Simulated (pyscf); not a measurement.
**Four-centre exchange: O=V(Cl)(Cl)–Cl (SMILES [O]=[V]([Cl])([Cl])[Cl]) + HF (SMILES F) → O=V(F)(Cl)–Cl (SMILES [O]=[V]([F])([Cl])[Cl]) + HCl (SMILES Cl)**

Gas phase, singlet surface, charge 0. Bonds broken: V2–Cl3, F6–H7. Bonds formed: V2–F6, Cl3–H7. Optimised with ωB97X-D3(BJ)/def2-SVP in PySCF.

Transition state (Å):

```xyz
7

O      0.2314     1.0257     0.7549
V     -0.1055    -0.1369    -0.1507
Cl    -2.0930    -1.0930     1.0622
Cl    -1.5087     0.6351    -1.5684
Cl     1.6089    -0.3783    -1.4018
F      0.3608    -1.7269     0.8243
H     -0.8114    -1.7817     1.2193
```

One imaginary mode, 642i cm⁻¹; descent along it reached the two sides named.

```tsv
bond	change	reactant side (Å)	saddle	product side
V2–Cl3	breaks	2.177	2.517	3.5
F6–H7	breaks	0.931	1.238	2.258
V2–F6	forms	2.6	1.923	1.712
Cl3–H7	forms	2.352	1.463	1.285
```

Electronic energies relative to the separated reactants (kJ/mol):

```tsv
level	barrier	reaction energy	reverse barrier
ωB97X-D3(BJ)/def2-TZVP	53.2	-1.4	54.6
PBE/def2-TZVP	37.6	-11.4	48.9
r²SCAN/def2-TZVP	36.8	-11.2	48.0
B3LYP-D3(BJ)/def2-TZVP	52.7	-4.9	57.6
PBE0-D3(BJ)/def2-TZVP	49.3	-2.4	51.6
M06-2X/def2-TZVP	53.8	-0.5	54.3
ωB97M-D3(BJ)/def2-TZVP	55.1	-11.0	66.1
HF/def2-TZVP	116.9	-19.1	136.0
```

With ωB97M-D3(BJ)/def2-TZVP energies and thermal terms (ideal gas, 1 atm, RRHO with modes under 100 cm⁻¹ raised to 100, one conformer, R ln 2 for chiral ones without a mode under 150 cm⁻¹), in kJ/mol:

```csv
T (K),ΔH‡,ΔG‡,ΔH,ΔG
298,46.0,88.5,-15.7,-18.8
600,45.5,132.0,-16.4,-21.6
900,46.9,175.0,-16.6,-24.1
1200,49.1,217.3,-16.3,-26.6
```

This is the saddle that the search found; another between the same sides may lie lower.
